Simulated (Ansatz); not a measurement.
## CB (charge -1): a geometry optimisation, step by step

Computed with Ansatz 0.2.0, Python API.

At the Python prompt:
```pycon
>>> from dataclasses import dataclass
>>> import itertools
>>> import ansatz as az
>>> from ase.data import atomic_numbers, covalent_radii
>>> import numpy as np
>>> import pandas as pd
>>> @dataclass
... class Options:
...     basis_set: str = 'cc-pVDZ'
...     xc: str = 'b3lyp'
...     net_charge: int = -1
...
>>> settings = Options()
>>> GEOMETRY = '''
... B     0.00000    0.00000    0.00000
... C     0.00000    0.00000    1.62500
... '''
>>> cb = az.Crystal.molecule()
>>> for line in GEOMETRY.strip().splitlines():
...     symbol, *xyz = line.split()
...     cb = cb.atom(symbol, [float(v) for v in xyz])
...
>>> calc = cb.calculation()
>>> calc = calc.basis(gaussian=settings.basis_set)
>>> calc = calc.functional(settings.xc).charge(settings.net_charge)
>>> calc = calc.spin('collinear', total=2)
>>> symbols = [site.symbol for site in cb.cartesian_sites]
>>> start = np.array([site.position_ang for site in cb.cartesian_sites], dtype=float)
>>> def progress(event):
...     if event['event'] == 'relax_step':
...         row = event['data']
...         print(f'step {row["step"]:3d}  E = {row["lagrangian_ev"]:.6f} eV  largest force component {row["allowed_force_max_ev_ang"]:.4f} eV/A')
...
>>> data = calc.relax(force_tolerance=0.01).session().plan().execute(on_event=progress).report
step   1  E = -1706.610547 eV  largest force component 4.1606 eV/A
step   2  E = -1707.036381 eV  largest force component 1.7821 eV/A
step   3  E = -1707.071206 eV  largest force component 1.1582 eV/A
step   4  E = -1707.086893 eV  largest force component 0.0071 eV/A
>>> end = np.array(data['positions_ang'])
>>> print(f'E = {data["free_energy_ev"]:.6f} eV = {data["free_energy_ev"] / 27.211386246:.7f} Ha')
E = -1707.087048 eV = -62.7342919 Ha
>>> print('converged:', data['converged'], ' doubts:', data['published_state_doubts'] or 'none')
converged: True  doubts: none
>>> # pairs closer than 1.2 times the sum of covalent radii, before or after
>>> radius = [covalent_radii[atomic_numbers[s]] for s in symbols]
>>> span = lambda where, i, j: np.linalg.norm(where[i] - where[j])
>>> bonded = [(i, j) for i, j in itertools.combinations(range(len(symbols)), 2) if min(span(start, i, j), span(end, i, j)) < 1.2 * (radius[i] + radius[j])]
>>> print('pair        before    after (A)')
pair        before    after (A)
>>> for i, j in bonded:
...     print(f'{symbols[i]}{i}-{symbols[j]}{j}'.ljust(10), f'{span(start, i, j):8.4f} {span(end, i, j):8.4f}')
...
B0-C1        1.6250   1.4382
>>> charges = data['charge_distribution']
>>> table = pd.DataFrame({'atom': symbols, 'mulliken': charges['mulliken_charges_e'], 'lowdin': charges['lowdin_charges_e']})
>>> table.round(3)
  atom  mulliken  lowdin
0    B    -0.639  -0.756
1    C    -0.361  -0.244
>>> print('dipole (e A):', np.round(charges['dipole_moment_e_ang'], 4) + 0.0)
dipole (e A): [0.     0.     0.0736]
>>> with open('cb_opt.xyz', 'w') as handle:
...     handle.write(f'{len(symbols)}\nrelaxed CB(-)\n')
...     handle.writelines(f'{s:2s} {x:11.6f} {y:11.6f} {z:11.6f}\n' for s, (x, y, z) in zip(symbols, end))
...
16
```

`cb_opt.xyz`, as written:
```text
2
relaxed CB(-)
B     0.000000   -0.000000    0.093381
C    -0.000000    0.000000    1.531619
```

Reading the output:
- Total energies depend on the basis set; only differences at equal settings carry meaning.
- The end point is the stationary point reached from this start; no frequency run checks that it is a minimum, and the basis set is modest.
- The run takes the species as open-shell (spin multiplicity 3), which needn't be its ground state.
- The Löwdin charges here are taken after orthogonalising the functions within each atom; they differ from plain Löwdin charges, and their signs can be unphysical.
- An ion's dipole depends on the origin; the program takes it about the centre of nuclear charge.
- b3lyp holds the VWN-RPA fit, as in Gaussian; the form of ORCA and Turbomole is b3lyp5.
- The spin state was assumed, and another may lie lower.
- Anions want diffuse functions, which this basis lacks.
- The whole script took 4.5 s on 1 thread of Arm Neoverse V1 (shared host), peak memory 0.2 GiB.
